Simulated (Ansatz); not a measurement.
## Molecular dynamics of FH₄NSi

The input (input.yaml):

```yaml
crystal:
  periodic: [false, false, false]
  atoms:
    - { symbol: Si, position_ang: [-0.1303, 0.2595, 0.6433] }
    - { symbol: F, position_ang: [-1.2125, -0.9113, -0.5643] }
    - { symbol: "N", position_ang: [0.8173, 0.0944, -0.7012] }
    - { symbol: H, position_ang: [-0.186, -0.6692, -1.1529] }
    - { symbol: H, position_ang: [-1.0341, 1.3827, 0.8585] }
    - { symbol: H, position_ang: [-0.0002, -0.5469, 1.8521] }
    - { symbol: H, position_ang: [1.7458, 0.3909, -0.9355] }
magnetization:
  spin_polarized: true
basis:
  gaussian: { orbitals: cc-pVDZ }
hamiltonian:
  xc: pbe0
  dispersion: d4
md:
  timestep: 0.5
  n_steps: 150
  ensemble: nve
  temperature: 100.0
  initial_velocities: maxwell_boltzmann
  seed: 393143
```

Launched with:

```bash
$ ansatz run input.yaml --threads 1 --pin off --max-ram 2048MiB --backend cpu --events-out ev --progress --plain --runs-dir out
```

It starts from a rough guess of a transition structure, not a stationary point.

Output, in part (step lines, the closing report, with atoms numbered from 0):

```
md step     0: t =     0.00 fs  T =   100.0 K  F+E_penalty+E_count = -12141.13842151 eV  E_kin = 0.064630 eV  conserved = -12141.07379151 eV  (26 SCF iters)
md step     1: t =     0.50 fs  T =   109.2 K  F+E_penalty+E_count = -12141.14449012 eV  E_kin = 0.070575 eV  conserved = -12141.07391477 eV  (26 SCF iters)
md step     2: t =     1.00 fs  T =   135.7 K  F+E_penalty+E_count = -12141.16175255 eV  E_kin = 0.087724 eV  conserved = -12141.07402830 eV  (26 SCF iters)
md step     3: t =     1.50 fs  T =   176.8 K  F+E_penalty+E_count = -12141.18838423 eV  E_kin = 0.114262 eV  conserved = -12141.07412193 eV  (25 SCF iters)
md step     4: t =     2.00 fs  T =   230.1 K  F+E_penalty+E_count = -12141.22290115 eV  E_kin = 0.148720 eV  conserved = -12141.07418078 eV  (30 SCF iters)
md step     5: t =     2.50 fs  T =   294.3 K  F+E_penalty+E_count = -12141.26441254 eV  E_kin = 0.190217 eV  conserved = -12141.07419520 eV  (30 SCF iters)
md step     6: t =     3.00 fs  T =   369.2 K  F+E_penalty+E_count = -12141.31280330 eV  E_kin = 0.238626 eV  conserved = -12141.07417729 eV  (30 SCF iters)
md step     7: t =     3.50 fs  T =   455.6 K  F+E_penalty+E_count = -12141.36860876 eV  E_kin = 0.294430 eV  conserved = -12141.07417883 eV  (30 SCF iters)
[... lines left out ...]
Total energy: -12142.73088506 eV, -446.2371293872 hartree
Atom 0 at    -0.218344     0.003117     0.241448 Å, force     1.563325     0.871807     0.062877 eV/Å
Atom 1 at    -1.574089    -0.828720    -0.034307 Å, force    -0.882132    -1.128805    -1.720953 eV/Å
Atom 2 at     1.313048     0.462645    -0.632786 Å, force    -3.923201     2.703285     4.625287 eV/Å
Atom 3 at     1.766274    -0.060269    -1.256212 Å, force     2.593443    -3.020443    -3.119095 eV/Å
Atom 4 at    -0.882759     1.249271     0.513055 Å, force    -0.058397     1.221794     0.353598 eV/Å
Atom 5 at     0.153157    -0.799546     1.377469 Å, force     0.738149    -0.331707     1.142091 eV/Å
Atom 6 at     1.868187     0.637906     0.244566 Å, force    -0.031187    -0.315931    -1.343805 eV/Å
Dipole moment:     0.481950    -0.029480    -0.033563 e Å
```

The steps, from the saved trajectory:

| time (fs) | T (K) | potential energy less start (eV) | conserved less start (meV/atom) |
| --- | --- | --- | --- |
| 0.0 | 100 | 0.000 | 0.00 |
| 2.5 | 294 | -0.126 | -0.06 |
| 5.0 | 774 | -0.437 | -0.26 |
| 7.5 | 1091 | -0.637 | 0.44 |
| 10.0 | 2252 | -1.398 | -0.99 |
| 12.5 | 2002 | -1.229 | 0.12 |
| 15.0 | 2952 | -1.849 | -0.82 |
| 17.5 | 2826 | -1.757 | 0.73 |
| 20.0 | 3451 | -2.173 | -1.07 |
| 22.5 | 2325 | -1.437 | 0.12 |
| 25.0 | 2441 | -1.521 | -1.12 |
| 27.5 | 2218 | -1.367 | 0.24 |
| 30.0 | 3427 | -2.154 | -0.65 |
| 32.5 | 3573 | -2.246 | -0.19 |
| 35.0 | 3696 | -2.334 | -1.47 |
| 37.5 | 2481 | -1.541 | -0.28 |
| 40.0 | 2117 | -1.306 | -0.36 |
| 42.5 | 1701 | -1.035 | 0.02 |
| 45.0 | 1929 | -1.189 | -0.98 |
| 47.5 | 1624 | -0.991 | -0.83 |
| 50.0 | 1193 | -0.706 | -0.05 |
| 52.5 | 1508 | -0.911 | -0.13 |
| 55.0 | 2100 | -1.296 | -0.60 |
| 57.5 | 1834 | -1.124 | -0.48 |
| 60.0 | 1456 | -0.877 | -0.13 |
| 62.5 | 1679 | -1.023 | -0.33 |
| 65.0 | 1515 | -0.918 | -0.49 |
| 67.5 | 1066 | -0.628 | -0.60 |
| 70.0 | 851 | -0.486 | -0.02 |
| 72.5 | 1728 | -1.055 | -0.42 |
| 75.0 | 2563 | -1.592 | -0.10 |

All steps were run. The conserved energy stayed within 1.5 meV per atom of its start (net change -0.096 meV per atom), so the integration is sound. The system heated up, since it started high on the potential surface and ran downhill. A run of 0.075 ps of so small a system gives no equilibrium averages. The orbitals stay closed-shell, which can raise the energy where a bond breaks towards radicals; this wasn't checked here.

The step under study would form F2–H4 and break Si1–F2, N3–H4. These pairs go: F2–H4 1.21 → 3.64 Å, Si1–F2 2.00 → 1.61 Å, N3–H4 1.34 → 0.93 Å. In the last frame they stand as before the step (other bonds may differ from the relaxed reactants and products). It ends as one piece, FH4NSi. Pairs count as bonded within 1.25 times the sum of covalent radii (0.12 Å more for H–H).

Last frame:

```xyz
7
Properties=species:S:1:pos:R:3
Si -0.218 0.003 0.241
F -1.574 -0.829 -0.034
N 1.313 0.463 -0.633
H 1.766 -0.060 -1.256
H -0.883 1.249 0.513
H 0.153 -0.799 1.377
H 1.868 0.638 0.245
```

The run took 7.5 min on 1 thread of Arm Neoverse V1, with other jobs on the host, peak memory 0.14 GiB.
